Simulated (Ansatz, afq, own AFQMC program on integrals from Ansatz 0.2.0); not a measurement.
Two steps: Ansatz 0.2.0 writes the Fock matrix and Cholesky factors of the valence space, and afq projects on them the lowest state that overlaps trial and start.

```yaml
crystal:
  periodic: [false, false, false]
  atoms:
    - {symbol: Si, position_ang: [0.000001, 0.000000, -0.080385]}
    - {symbol: H, position_ang: [1.305166, -0.000195, 0.746632]}
    - {symbol: H, position_ang: [-0.652425, 1.130403, 0.746625]}
    - {symbol: H, position_ang: [-0.652756, -1.130219, 0.746613]}
basis:
  gaussian: {orbitals: aug-cc-pVDZ}
magnetization: {spin_polarized: true, initial_magnetization: 1}
correlation: {method: ccsd_t, electrons: outside_noble_gas, hamiltonian_folder: ham}
```

```sh
$ ansatz run in.yaml --threads 1 --pin off --events-out ev --progress --plain --max-ram 1843MiB
```

Options of the walk:

```
--method phaseless --trial cisd --walkers 60 --populations 1 --least-time 40 --time-step 0.005 --steps-per-block 50 --equilibration-blocks 28 --max-blocks 300 --target-error 0.00032 --factor-cut 1e-05 --start spin_pure --seed 6222 --release-times 0.24,0.5,1,1.5 --release-step 0.02 --release-every 4 --taylor-order 6
```

Times are imaginary, in 1/Eh. The walk had a cap of 2033 s.

```
orbitals 49  electrons 4 3  factors 391 of 529
reference energy -290.60121089 Eh
CCSD correlation -0.12971315 Eh in 10 cycles, weight of the determinant in the CISD state 0.9177
energy of the start -290.730890 Eh
 block  time / (1/Eh)  mean weight  energy / Eh
     1     0.250  1.0004  -290.730008
     2     0.500  1.0007  -290.730530
     3     0.750  1.0004  -290.732126
     4     1.000  1.0009  -290.733025
     5     1.250  1.0010  -290.735024
    10     2.500  0.9988  -290.734069
    29     7.250  0.9994  -290.733432
    49    12.250  1.0004  -290.734916
    57    14.250  1.0024  -290.740864
    69    17.250  0.9986  -290.733985
    89    22.250  1.0000  -290.735756
   109    27.250  1.0004  -290.737623
   129    32.250  0.9999  -290.733580
   149    37.250  0.9999  -290.733598
   169    42.250  1.0016  -290.734071
   177    44.250  1.0005  -290.731928
   185    46.250  1.0007  -290.734627
blocks merged  error / Eh  count
     1  0.000159  160
     2  0.000196  80
     4  0.000256  40
     8  0.000293  20
    16  0.000309  10
released: time / (1/Eh)  energy / Eh  error  mean overlap
  0.24  -290.734508  0.000202  1.0010
  0.50  -290.734732  0.000191  0.9917
  1.00  -290.734744  0.000162  0.9884
  1.50  -290.734935  0.000183  0.9706
energy -290.734385 +/- 0.000293 Eh
(rows thinned)
```

(1) Estimate how long the walk took on 1 thread of Intel Xeon Platinum 8259CL @ 2.50GHz, with other jobs on the host.

The run passed its tests (sampling time, drift between the halves within three errors, error under three times the target), which doesn't prove that it has relaxed.

Against this walk (error 8.0 meV) on the same determinant: CCSD(T) 11.1 meV higher (within the noise), CCSDT(Q) 14.2 meV lower (within the noise). The error is statistical and leaves out the bias of the constraint. The released energies are still falling (meV from the phaseless value at times in 1/Eh: -3 ± 6 at 0.24, -9 ± 5 at 0.50, -10 ± 4 at 1.00, -15 ± 5 at 1.50), so they give no level.

Cautions: constraint bias not in the error.

Results:

(1) 8 min of wall time.

CCSDT and higher add their correlation energy to the determinant of the CCSD(T) run, since their own runs factorise the integrals more tightly (a shift of under 2 meV). A walk keeps the symmetry of its determinant, which the program's search chose and which needn't be the lowest solution, so a lower state of the same spin and another symmetry isn't excluded.
